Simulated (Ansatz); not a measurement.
A made-up structure of C$_{2}$H$_{4}$B (charge +1), closed shell:

B1  (0.066, -0.023, 0.043)
C2  (-1.118, 0.387, -0.722)
C3  (1.097, -0.380, 0.709)
H4  (-1.804, -0.362, -1.024)
H5  (-1.240, 1.416, -0.943)
H6  (1.267, -1.433, 0.962)
H7  (1.835, 0.359, 1.042)
(Å)

It is relaxed with PBE-D4/def2-SVP and then PBE0-D4/def2-TZVP (Ansatz 0.2.0). Atoms count as bonded within 1.22 times the sum of their covalent radii (H–H: 0.88 Å). The end point is not checked to be a true minimum.

Does its bonding change? (A judgement: the text doesn't fix the answer.)

By the calculation: No: no bond forms or breaks.

Where it ends: The first stage lowers the energy by 0.82 eV in 6 steps. It ends as C₂H₄B ([CH2][B][CH2]), total charge +1:
```
7
angstrom
B 0.0146 -0.0051 0.0099
C -1.1329 0.3922 -0.7322
C 1.1624 -0.4025 0.7513
H -1.8813 -0.3229 -1.0758
H -1.3247 1.4328 -0.9964
H 1.3544 -1.4431 1.0153
H 1.9109 0.3126 1.0947
```

Labels in which every atom is bracketed show which atoms are joined, not bond orders.

For scale, one of the runs: PBE0-D4/def2-TZVP relaxation, 117 basis functions, launched by `ansatz run in.yaml --threads 2 --pin off --events-out ev --progress --plain --max-ram 4352MiB`. Hardware: 2 CPU threads of an Arm Neoverse V2, shared host. Wall time about 9 s.
